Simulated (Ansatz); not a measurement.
Consider the substitution at a C–N bond: `C=NC(F)OC` + CH₃OH → `COC(F)OC` + `C=N`.

Isolated molecules relaxed with PBE0-D4/def2-TZVP in Ansatz; ΔE leaves out vibrations. CCSD(T)/CBS adds triple-zeta CCSD(T) − MP2 to the extrapolated MP2 energy (def2 sets, frozen cores). This one scheme is used for every species. DFT in def2-TZVPP. B3LYP here is the variant with VWN-RPA as its local correlation; programs differ in this. Each species was taken in one conformer, which may not be the lowest.

```csv
level,ΔE (kJ/mol),difference from CCSD(T)/CBS
PBE-D4,-5.5,0.8
PBE0-D4,-5.9,0.4
B3LYP-D4,-7.2,-0.9
ωB97M-V,-9.2,-2.9
B2PLYP,-7.9,-1.6
PBE,-5.8,0.5
PBE0,-6.1,0.2
B3LYP,-7.7,-1.4
HF/def2-TZVPP,-13.3,-7.0
MP2/def2-TZVPP,-5.8,0.5
SCS-MP2/def2-TZVPP,-7.5,-1.2
CCSD(T)/def2-TZVPP,-9.7,-3.4
HF/def2-QZVPP,-13.0,-6.7
MP2/def2-QZVPP,-3.8,2.5
HF/CBS(def2),-13.0,-6.7
CCSD/CBS(def2),-6.5,-0.2
CCSD(T)/CBS,-6.3,0
```

Largest T1 diagnostic among the species: 0.012.

In def2-TZVPP, CCSD(T) changes the Hartree–Fock value by +3.6 kJ/mol (the triples alone add +0.2 kJ/mol) and MP2 by +7.5 kJ/mol.
